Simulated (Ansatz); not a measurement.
# SiH₂Cl (doublet): wave-function methods side by side at distance Cl1–H2 along a hydrogen transfer = 1.458 Å, cc-pVDZ

How much of the correlation energy of SiH₂Cl (doublet) does each wave-function method recover here?

The runs use Ansatz 0.2.0, Gaussian basis; cc-pVDZ, core rule «outside noble gas», up to 10 orbitals frozen.

Plan: UHF; CCSD(T) on ROHF; CCSD(T) on UHF; BCCD(T) on ROHF; CISD; CCSDT(Q) on ROHF; CCSDT(Q) on UHF; CASSCF and MRCISD+Q, 3 electrons in 3 orbitals; CASSCF and NEVPT2, 3 electrons in 3 orbitals; CASSCF and MRCISD+Q, 13 electrons in 10 orbitals; CASSCF and NEVPT2, 13 electrons in 10 orbitals.

9 further runs of the same task are left out: 8 that didn't finish, 1 set aside as unsound or not needed.

### 1 The geometry

The geometry derives from fragments relaxed apart (PBE0/def2-TZVP) and kept rigid, so it is no stationary point. A hydrogen atom is moved between rigid fragments.

4 atoms, charge 0, spin multiplicity 2.

Atoms are counted from 1 here; the program's logs count them from 0.

Bond lengths: Cl1–H2 1.458 Å, H2–Si3 1.680 Å, Si3–H4 1.532 Å. Angles: Cl1–H2–Si3 180.0°, H2–Si3–H4 105.0°.

### 2 UHF

The input, in.yaml:

```yaml
crystal:
  periodic: [false, false, false]
  atoms:
    - {symbol: Cl, position_ang: [-1.421177, 0.022748, 0.000000]}
    - {symbol: H, position_ang: [0.036823, 0.022748, 0.000000]}
    - {symbol: Si, position_ang: [1.716823, 0.022748, 0.000000]}
    - {symbol: H, position_ang: [2.113257, -1.456765, 0.000000]}
basis:
  gaussian: {orbitals: cc-pVDZ}
magnetization: {spin_polarized: true, initial_magnetization: 1}
hamiltonian: {xc: hf}
output: {orbitals: {seedname: orbitals}}
```

On the command line:

```console
> ansatz run in.yaml --threads 1 --pin off --events-out ev --progress --plain --max-ram 2393MiB
```

After this run come: CCSD(T) on ROHF; CCSD(T) on UHF; BCCD(T) on ROHF; CISD; CCSDT(Q) on ROHF; CCSDT(Q) on UHF; CASSCF and MRCISD+Q, 3 electrons in 3 orbitals; CASSCF and NEVPT2, 3 electrons in 3 orbitals; CASSCF and MRCISD+Q, 13 electrons in 10 orbitals; CASSCF and NEVPT2, 13 electrons in 10 orbitals.

**Question.** What will the summary of the whole plan be? Wanted: UCCSDT(Q) below the RHF energy; RMP2 from UCCSDT(Q); UMP2 from UCCSDT(Q); RCCSD from UCCSDT(Q); RCCSD(T) from UCCSDT(Q); UCCSD(T) from UCCSDT(Q); RCCSDT(Q) from UCCSDT(Q); NEVPT2 pair from UCCSDT(Q); NEVPT2 valence from UCCSDT(Q).

As calculated:

```
                         quantity                                                   value
   UCCSDT(Q) below the RHF energy                                              -7.5084 eV
              RMP2 from UCCSDT(Q)                                             +1192.9 meV
              UMP2 from UCCSDT(Q)                                             +1248.6 meV
             RCCSD from UCCSDT(Q)                                              +208.4 meV
          RCCSD(T) from UCCSDT(Q)                                               +40.0 meV
          UCCSD(T) from UCCSDT(Q)                                               +41.0 meV
         RCCSDT(Q) from UCCSDT(Q)                                                +0.6 meV
       NEVPT2 pair from UCCSDT(Q)                                             +1117.1 meV
    NEVPT2 valence from UCCSDT(Q)                                             +1389.0 meV
  MRCISD+Q valence from UCCSDT(Q)                                               +50.1 meV
levels within 1 kcal/mol (43 meV)  RCCSD(T), UCCSD(T), BCCD(T), RCCSDT, UCCSDT, RCCSDT(Q)
                    T1 diagnostic                                                   0.020
   effectively unpaired electrons                                                    1.05
```

What this shows: RCCSD(T) lands +40.0 meV from the yardstick (0.5 % of the correlation energy). One determinant dominates. Of the multireference levels listed MRCISD+Q valence comes nearest in total energy (+50.1 meV), which doesn't show that its space is the better one. Coupled cluster took another determinant than the lowest Hartree-Fock one. These misses are within one basis, not against nature; the frozen cores of restricted and unrestricted runs differ, which can shift their rows.
